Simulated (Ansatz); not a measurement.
The input, for Ansatz 0.2.0:

```yaml
crystal:
  periodic: [false, false, false]
  atoms:
    - {symbol: B, position_ang: [-0.000001, -0.322806, 1.827020]}
    - {symbol: O, position_ang: [-0.000031, -0.204822, 0.531128]}
    - {symbol: Si, position_ang: [0.000040, -0.015274, -5.010631]}
    - {symbol: H, position_ang: [-0.000009, 0.542901, 2.652483]}
basis:
  gaussian: {orbitals: STO-3G}
magnetization: {spin_polarized: true, initial_magnetization: 2}
correlation: {method: ccsd_t, electrons: valence}
output: {forces: true}
```

```sh
$ ansatz run in.yaml --threads 1 --pin off --events-out ev --progress --plain --max-ram 2393MiB
```

Log:

```
236 factors; integrals over basis functions are off by at most 3.4e-5 eV
mean field evaluation 1: about -10445.3560 eV, gradient 1.9e1 eV
mean field evaluation 2: about -10445.3954 eV, gradient 1.9e1 eV
mean field evaluation 4: about -10447.5239 eV, gradient 9.9e0 eV
mean field evaluation 8: about -10455.3470 eV, gradient 1.4e0 eV
mean field evaluation 16: about -10455.7522 eV, gradient 5.0e-2 eV
mean field evaluation 32: about -10455.7360 eV, gradient 3.2e-3 eV
mean field evaluation 64: about -10447.2044 eV, gradient 8.4e-2 eV
mean field evaluation 96: about -10455.2323 eV, gradient 6.3e-4 eV
mean field evaluation 128: about -10455.7521 eV, gradient 1.5e-2 eV
mean field evaluation 160: about -10455.7522 eV, gradient 1.9e-4 eV
...
mean field evaluation 928: about -10455.7453 eV, gradient 2.9e-2 eV
mean field evaluation 960: about -10452.5642 eV, gradient 1.3e-2 eV
mean field evaluation 992: about -10452.0454 eV, gradient 3.6e-2 eV
mean field evaluation 1024: about -10452.0400 eV, gradient 1.0e-1 eV
mean field evaluation 1056: about -10455.7358 eV, gradient 1.0e-1 eV
mean field -10455.75218008 eV, -384.2418054547 hartree, gradient 2.0e-6 eV, S^2 2.618940; 35 other end points of the search recorded, 0 dependent functions left out
determinant -10455.75218008 eV, -384.2418054547 hartree, with singles and doubles -10459.91903641 eV, -384.3949346003 hartree
determinant -10455.74533769 eV, -384.2415540015 hartree, with singles and doubles -10459.91315249 eV, -384.3947183704 hartree
determinant -10455.74527544 eV, -384.2415517139 hartree, with singles and doubles -10459.91313972 eV, -384.3947179008 hartree
determinant -10455.22131761 eV, -384.2222966187 hartree, with singles and doubles -10459.92145598 eV, -384.3950235180 hartree
determinant -10455.22129795 eV, -384.2222958960 hartree, with singles and doubles -10459.92143852 eV, -384.3950228761 hartree
determinant -10452.89340329 eV, -384.1367473451 hartree, with singles and doubles -10455.41567893 eV, -384.2294392655 hartree
determinant -10452.89338057 eV, -384.1367465104 hartree, with singles and doubles -10455.41565873 eV, -384.2294385230 hartree
determinant -10452.88884653 eV, -384.1365798874 hartree, with singles and doubles -10455.41360358 eV, -384.2293629977 hartree
determinant -10452.88873483 eV, -384.1365757825 hartree, with singles and doubles -10455.41351585 eV, -384.2293597736 hartree
determinant -10452.56172522 eV, -384.1245584009 hartree, with singles and doubles -10454.39709823 eV, -384.1920071151 hartree
determinant -10452.55599270 eV, -384.1243477348 hartree, with singles and doubles -10454.39361114 eV, -384.1918789670 hartree
determinant -10452.55537082 eV, -384.1243248810 hartree, with singles and doubles -10454.39305093 eV, -384.1918583795 hartree
determinant -10455.75218008 eV, -384.2418054547 hartree, with singles and doubles -10459.98196660 eV, -384.3972472421 hartree
determinant -10455.74533769 eV, -384.2415540015 hartree, with singles and doubles -10459.97647668 eV, -384.3970454913 hartree
determinant -10455.74527544 eV, -384.2415517139 hartree, with singles and doubles -10459.97647108 eV, -384.3970452854 hartree
determinant -10455.22131761 eV, -384.2222966187 hartree, with singles and doubles -10459.91917667 eV, -384.3949397548 hartree
determinant -10455.22129795 eV, -384.2222958960 hartree, with singles and doubles -10459.91916622 eV, -384.3949393706 hartree
mean field evaluation 1088: about -10455.2213 eV, gradient 3.3e-5 eV
7 core orbitals not correlated: weight in the atoms' cores, before any rotation towards them, 1.000 or more for the frozen orbitals, at most 0.000 for the correlated occupied ones
reference -10455.22131762 eV, -384.2222966188 hartree; 8, 6 occupied and 5, 7 virtual orbitals, 236 factors
second order -4.41039651 eV of doubles, -0.00000000 eV of singles
cycle   1  -4.69786540 eV  change   -6.3e-6 eV  update   2.3e-5
cycle   2  -4.69786250 eV  change    2.9e-6 eV  update   9.8e-6
cycle   3  -4.69786571 eV  change   -3.2e-6 eV  update   2.3e-6
cycle   4  -4.69786429 eV  change    1.4e-6 eV  update   9.1e-7
perturbative correction -0.31192847 eV, -0.0114631598 hartree
the calculation of the forces begins
Total energy: -10460.23111038 eV, -384.4064031070 hartree
Atom 0 at    -0.000001    -0.322806     1.827020 Å, force    -0.000209     3.247034    -5.603496 eV/Å
Atom 1 at    -0.000031    -0.204822     0.531128 Å, force     0.000154    -1.795166     4.980467 eV/Å
Atom 2 at     0.000040    -0.015274    -5.010631 Å, force     0.000000     0.000038    -0.001099 eV/Å
Atom 3 at    -0.000009     0.542901     2.652483 Å, force     0.000055    -1.451906     0.624128 eV/Å
Dipole moment:     0.000005    -0.063684     0.170348 e Å
```

Forces (eV/Å):
```
B    0.000  3.247 -5.603
O    0.000 -1.795  4.980
Si   0.000  0.000 -0.001
H    0.000 -1.452  0.624
```

Ran on 1 thread of Intel Xeon, shared host: 10 s wall, 0.24 GiB peak host memory.
